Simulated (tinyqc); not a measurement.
Inside a calculation. Method: Born-Oppenheimer dynamics on the RHF/sto-6g surface (energies and gradients from PySCF), for CH+, spin multiplicity 1. Computed by tinyqc, a small Python program that keeps every step (integrals from PySCF). Settings: charge = 1, multiplicity = 1, basis = sto-6g, time step (fs) = 0.2, steps = 16. Command: `OMP_NUM_THREADS=1 python tinyqc.py 22866 22867 out.jsonl` (the two numbers bound the seeds that draw the settings). One thread of a shared host (Intel(R) Xeon(R) Processor @ 2.60GHz), about 2 s of CPU time with the checks.

## Velocity Verlet step 1

positions (bohr):
```
         x       y       z
1C  0.0000  0.0000  0.0000
2H  0.0000  0.0000  2.1316
```

velocities (bohr per atomic time unit):
```
             x           y           z
1C   0.0000201  -0.0000193  -0.0000507
2H  -0.0002399   0.0002297   0.0006033
```

gradient (hartree/bohr):
```
           x         y          z
1C  0.000000  0.000000   0.042464
2H  0.000000  0.000000  -0.042464
```

masses (electron masses): 1C 21874.6618, 2H 1837.1526

gradient after step 1 (hartree/bohr):
```
            x          y          z
1C  -0.000040   0.000038   0.039622
2H   0.000040  -0.000038  -0.039622
```

dt = 0.2 fs = 8.2683 atomic units; x' = x + v dt - g dt^2 / (2m); after the new gradient g', v' = v - (g + g') dt / (2m).

positions after step 1 (bohr):
```
          x        y        z
1C   0.0002  -0.0002  -0.0005
2H  -0.0020   0.0019   2.1374
```

velocities after step 1 (bohr per atomic time unit):
```
             x           y           z
1C   0.0000202  -0.0000193  -0.0000662
2H  -0.0002399   0.0002298   0.0007880
```

## Velocity Verlet step 2

gradient after step 2 (hartree/bohr):
```
            x          y          z
1C  -0.000072   0.000069   0.036113
2H   0.000072  -0.000069  -0.036113
```

As before.

positions after step 2 (bohr):
```
          x        y        z
1C   0.0003  -0.0003  -0.0011
2H  -0.0040   0.0038   2.1446
```

velocities after step 2 (bohr per atomic time unit):
```
             x           y           z
1C   0.0000202  -0.0000193  -0.0000805
2H  -0.0002402   0.0002300   0.0009585
```

## Energy conservation

The total energy should stay constant up to terms of order dt^2; the step counts as short enough if it moves by less than 2 % of the largest kinetic energy.

Trajectory:
```
time (fs)  1C-2H (angstrom)  potential (hartree)  kinetic (hartree)  total (hartree)
0.0000               1.1280           -37.824914           0.000472       -37.824442
0.2000               1.1313           -37.825171           0.000728       -37.824443
0.4000               1.1355           -37.825469           0.001025       -37.824444
0.6000               1.1404           -37.825787           0.001341       -37.824446
0.8000               1.1460           -37.826103           0.001656       -37.824447
1.0000               1.1523           -37.826398           0.001950       -37.824448
1.2000               1.1589           -37.826652           0.002203       -37.824449
1.4000               1.1660           -37.826851           0.002402       -37.824450
1.6000               1.1734           -37.826986           0.002536       -37.824450
1.8000               1.1809           -37.827049           0.002599       -37.824450
2.0000               1.1884           -37.827041           0.002591       -37.824450
2.2000               1.1959           -37.826963           0.002514       -37.824449
2.4000               1.2032           -37.826823           0.002374       -37.824449
2.6000               1.2102           -37.826629           0.002181       -37.824448
2.8000               1.2169           -37.826393           0.001946       -37.824447
3.0000               1.2231           -37.826130           0.001684       -37.824446
3.2000               1.2289           -37.825851           0.001406       -37.824445
```

The total energy moves within 8.0e-06 hartree, under 2 % of the largest kinetic energy.
